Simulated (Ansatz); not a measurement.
We consider fcc Ag, described by LDA in Ansatz (PAW).

A relaxed, unreconstructed slab of the (110) face has 12 atoms, two equal faces of 11.319 Å² each and an energy of -89495.8966 eV. A bulk cell of 2 atoms with the same orientation and in-plane k mesh has -14916.3070 eV. Energies are extrapolated to zero smearing.

Settings: plane-wave cutoff 500 eV, 14×20×1 k mesh (along the axes of the cell as run), Fermi–Dirac smearing 0.1 eV, scalar-relativistic PAW data made under PBE.

Worked out: γ = (E_slab − N E_bulk per atom)/2A = [-89495.8966 − 12 × (-14916.3070/2)]/(2 × 11.319) = 0.0859 eV/Å². With 16.022 J/m² per eV/Å² this is 1.38 J/m², or 0.97 eV per surface cell and face.

Ansatz is a program for electronic structure.
